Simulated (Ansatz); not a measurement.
C₄H₁₀, singlet: the ladder up to RCCSDT(Q)

Geometry: MP2(full)/6-31G*, from the G2/97 set.

```yaml
atoms:
  - { symbol: C, position_ang: [0.7026, 1.8209, 0.0000] }
  - { symbol: C, position_ang: [0.7026, 0.2963, 0.0000] }
  - { symbol: C, position_ang: [-0.7026, -0.2963, 0.0000] }
  - { symbol: C, position_ang: [-0.7026, -1.8209, 0.0000] }
  - { symbol: H, position_ang: [1.7198, 2.2223, 0.0000] }
  - { symbol: H, position_ang: [-1.7198, -2.2223, 0.0000] }
  - { symbol: H, position_ang: [0.1882, 2.2104, 0.8836] }
  - { symbol: H, position_ang: [0.1882, 2.2104, -0.8836] }
  - { symbol: H, position_ang: [-0.1882, -2.2104, 0.8836] }
  - { symbol: H, position_ang: [-0.1882, -2.2104, -0.8836] }
  - { symbol: H, position_ang: [1.2477, -0.0727, -0.8776] }
  - { symbol: H, position_ang: [1.2477, -0.0727, 0.8776] }
  - { symbol: H, position_ang: [-1.2477, 0.0727, -0.8776] }
  - { symbol: H, position_ang: [-1.2477, 0.0727, 0.8776] }
```

Basis 6-31G; Ansatz 0.2.0. Only valence electrons are correlated (noble-gas cores frozen), which leaves 26 electrons in 52 orbitals. R marks a restricted (for open shells ROHF) determinant. Active spaces: frontier = (8e, 8o) about the gap.

Full CI isn't at hand for all of this; RCCSDT(Q) serves as the reference, and is uncertain by about the last step of the cluster series.

* UHF ⟨S²⟩: 0.000
* T1 diagnostic (RCCSD): 0.0047
* largest doubles amplitude (RCCSD): 0.022

```csv
level,E − E(RCCSDT(Q)) (kcal/mol),share of correlation (%),wall time
RHF,272.97,0.00,–
RMP2,40.67,85.10,–
CISD,41.26,84.89,8.5 s
RCCSD,6.41,97.65,–
RCCSD(T),0.75,99.72,1.3 s
BCCD(T),0.76,99.72,1.7 s
RCCSDT,0.32,99.88,–
```

The correlation energy at RCCSDT(Q), counted from RHF, is -11.837 eV. That run took 4 s on 5 threads of AMD EPYC 7R13 with a whole H100 80 GB, shared host.

Run but not shown, since their state or frozen core can't be matched to the reference's or they repeat it: CASSCF (frontier space), NEVPT2 (frontier space).

Times hold each run's SCF and search for its determinant on a shared host, so for small cases they say little of a method's own cost; they ran on 1 thread of AMD EPYC 7R13.

Atomization energy (electronic, same basis, no zero-point term; atoms at the same level, unrestricted beside the R rows where the molecule is a closed shell, with restricted open-shell steps beyond CCSDT(Q)) at RCCSDT(Q): 4793.0 kJ/mol. Errors of other levels:

| level | error (kJ/mol) |
| --- | --- |
| RHF | -748.8 |
| RMP2 | -22.4 |
| CISD | -165.8 |
| RCCSD | -21.8 |
| RCCSD(T) | -1.6 |
| BCCD(T) | -1.4 |
| RCCSDT | -1.3 |

This basis is far from its limit, so the value isn't to be set against a measured one. Truncated CI isn't size-consistent, which counts against it in atomization.
